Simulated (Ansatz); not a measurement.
**BCN (triplet): the correlation ladder, def2-TZVPP**

One table from this session's results is given with a row withheld; the runs are named, their logs left out.

Method: def2-TZVPP, core rule «outside noble gas», up to 3 orbitals frozen; program: Ansatz 0.2.0, Gaussian basis.

To be run: UHF; ROHF; CCSD(T) on UHF.

2 further runs of the same task are left out: 2 set aside as unsound or not needed.

### The geometry

The geometry is a PBE0/def2-TZVP stationary point (not a proven minimum) of the parent state, kept for this charge and spin.

3 atoms, charge 0, spin multiplicity 3.

Atoms are counted from 1 here; the program's logs count them from 0.

Bond lengths: C1–N3 1.183 Å, B2–N3 1.415 Å. Angles: C1–N3–B2 180.0°.

The first run:

Input file in.yaml:

```yaml
crystal:
  periodic: [false, false, false]
  atoms:
    - {symbol: C, position_ang: [0.000000, 0.000000, 1.260338]}
    - {symbol: B, position_ang: [0.000000, 0.000000, -1.337907]}
    - {symbol: N, position_ang: [0.000000, 0.000000, 0.077569]}
basis:
  gaussian: {orbitals: def2-TZVPP}
magnetization: {spin_polarized: true, initial_magnetization: 2}
hamiltonian: {xc: hf}
output: {orbitals: {seedname: orbitals}}
```

Command:

```bash
ansatz run in.yaml --threads 1 --pin off --events-out ev --progress --plain --max-ram 4096MiB --backend cpu
```

Among the steps run: UHF; ROHF; CCSD(T) on UHF.

One of the session's tables, all rows but one given; the rest of the session is left out.

```
  method  from UCCSD(T) (kJ/mol)
    ROHF                 +1025.8
     UHF                 +1011.3
    UMP2                       ?
   UCCSD                   +52.3
UCCSD(T)                       0
```

Estimate the missing values for UMP2.

The run gave: from UCCSD(T) (kJ/mol): +98.1. In the column «from UCCSD(T) (kJ/mol)» it lies between UCCSD (+52.3) and UHF (+1011.3).
